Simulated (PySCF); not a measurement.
**Stretching HCl**

Set-up: H 6-31G(d,p), Cl 6-31G(d,p); no relativity (PySCF 2.14). Energies in eV from H + Cl in their ground configurations at the same level. State: ¹Σ⁺ (singlet), closed shell.

All columns are TPSSh. A positive dipole means H(−)Cl(+).

| R (Å) | E (eV) | μ (D) | Mulliken charge on H (basis-dependent) | HOMO (eV) | LUMO (eV) | Mayer bond order | ⟨S²⟩ |
| --- | --- | --- | --- | --- | --- | --- | --- |
| 1.103 | -3.798 | -1.32 | 0.17 | -8.69 | 2.05 | 0.95 | 0.00 |
| 1.154 | -4.200 | -1.36 | 0.18 | -8.65 | 1.55 | 0.95 | 0.00 |
| 1.205 | -4.431 | -1.40 | 0.19 | -8.62 | 1.05 | 0.95 | 0.00 |
| 1.244 | -4.516 | -1.42 | 0.19 | -8.59 | 0.67 | 0.95 | 0.00 |
| 1.282 | -4.543 | -1.45 | 0.19 | -8.57 | 0.29 | 0.95 | 0.00 |
| 1.321 | -4.521 | -1.47 | 0.20 | -8.55 | -0.09 | 0.95 | 0.00 |
| 1.372 | -4.434 | -1.50 | 0.20 | -8.52 | -0.58 | 0.95 | 0.00 |
| 1.436 | -4.256 | -1.54 | 0.20 | -8.48 | -1.18 | 0.95 | 0.00 |
| 1.513 | -3.975 | -1.58 | 0.21 | -8.45 | -1.86 | 0.95 | 0.00 |
| 1.615 | -3.535 | -1.64 | 0.21 | -8.40 | -2.69 | 0.95 | 0.00 |

A fit through these points gives, at Re = 1.283 Å, μ = -1.45 D and dμ/dR = -0.654 D/Å; the reduced mass is 0.9796 u.

Task: How strong is the fundamental in the double-harmonic approximation, I = 42.26·(dμ/dR)²/μred km/mol?

Result: I = 42.26·(-0.654)²/0.9796 = 18.5 km/mol at TPSSh.
